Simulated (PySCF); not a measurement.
Compounds:

A. SMILES CC1=C[C@@H](C)C1
B. SMILES C=C/C(C)=C/C
C. 1-hexen-4-yne (SMILES C=CCC#CC)

Spectrum 1. 1H NMR (300 MHz, computed): δ 6.12 (m, 1H), 5.33 (m, 1H), 5.25 (m, 1H), 3.00 (d, 2H), 1.96 (s, 3H). 13C{1H} NMR (computed): δ 144.2 (CH), 121.7 (CH2), 84.0 (C), 82.9 (C), 28.7 (CH2), 4.8 (CH3).

Spectrum 2. 1H NMR (300 MHz, computed): δ 6.56 (dd, J = 18.3, 12.3 Hz, 1H), 5.79 (qq, J = 8.1, 1.9 Hz, 1H), 5.24 (dq, J = 18.3, 1.1 Hz, 1H), 5.22 (dq, J = 12.3, 1.1 Hz, 1H), 1.97 (d of sext, J = 8.1, 1.2 Hz, 3H), 1.86 (quint, J = 1.5 Hz, 3H). 13C{1H} NMR (computed): δ 150.1 (CH), 140.9 (C), 137.2 (CH), 116.0 (CH2), 17.6 (CH3), 13.1 (CH3).

Spectrum 3. 1H NMR (300 MHz, computed): δ 6.14 (d, 1H), 2.65 (m, 1H), 2.56 (m, 1H), 1.86 (s, 3H), 1.79 (m, 1H), 1.12 (d, 3H). 13C{1H} NMR (computed): δ 153.4 (C), 142.8 (CH), 41.0 (CH2), 36.5 (CH), 22.4 (CH3), 20.0 (CH3).

PySCF 2.14.0 with density-fitted response routines calculation with GIAO PBE0/pcSseg-1 shieldings, spin–spin couplings from B3LYP/pcJ-1 (spin–dipole term left out of most H,H and C,H couplings) and coordinates at the GFN2-xTB level; relativity neglected, in vacuum, one averaged value for each set of equivalent atoms, one conformer.

Scale: TMS for 1H (σ = 31.72 ppm) and 13C (σ = 186.93 ppm) (reference shieldings calculated alike). Multiplet labels drop J under 1 Hz and among equivalent protons, and merge close values. Unscaled 3J(H,H) run several per cent high. Where no couplings were computed, multiplicities follow the n + 1 count of equivalent neighbours, and m marks all less simple cases (inequivalent or close neighbours, rings, F or P nearby). Shifts are as computed. Against solution values, carbons near 30 ppm lie about +3 ppm off and those near 130 ppm about +5 ppm (rms about the fit 2.1 ppm; single classes can miss by 10 ppm). Of 1328 compounds with measured shifts, 309 miss one by over three times the rms of a fit or turn the order of signals round; such compounds aren't used in these exercises. Signals without a measured value on file couldn't be tested in this way; 1H shifts scatter by 0.2 ppm about their fit, and single ones miss by 0.5 ppm.

Task: Match each spectrum to its structure.

Result: 1–C, 2–B, 3–A.

- Spectrum 1 (C): 6 13C signals; δC 144.2 is an alkene CH; δC 121.7 is a terminal =CH2 carbon.
- Spectrum 2 (B): 6 13C signals; δC 150.1 is an alkene CH; δC 140.9 is a fully substituted alkene carbon.
- Spectrum 3 (A): 6 13C signals; δC 153.4 is a fully substituted alkene carbon; δC 142.8 is an alkene CH.
